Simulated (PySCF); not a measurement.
## PF and its ions

TPSS; PySCF, no relativity, basis sets P def2-TZVPPD, F def2-TZVPPD. Neutral (UKS): triplet (π ↑↑), Re = 1.614 Å, ωe = 815 cm⁻¹, De = 4.90 eV, HOMO -5.83 eV, LUMO -3.54 eV.

PF⁻ (UKS): doublet (π ↑), Re = 1.727 Å, ωe = 611 cm⁻¹, De = 2.02 eV to P + F⁻. The energies at the minima are -441.23915 hartree for PF and -441.25928 for PF⁻.

Task: Work out the adiabatic electron affinity, without and with harmonic zero-point energies (1 hartree = 27.2114 eV, 1 eV = 8065.5 cm⁻¹), and the change of the bond length.

Result: At TPSS: 0.02013 hartree = 0.548 eV between the minima; the zero-point term (815.0 − 611.0)/2 cm⁻¹ = +0.013 eV makes it 0.560 eV. Re changes by +11.3 pm against the neutral. The electron enters a π orbital, and the longer bond of the ion fits an antibonding orbital, or a change in how ionic the bond is.

For an ion De counts to the pair picked by the measured ionisation energies or electron affinities, which need not be the lowest pair at this level. The highest Kohn–Sham level is positive in this anion. Much of that is self-interaction error, but it also means that the finite basis helps to hold the extra electron. States were picked by a PBE0 search and need not be the measured ground states.
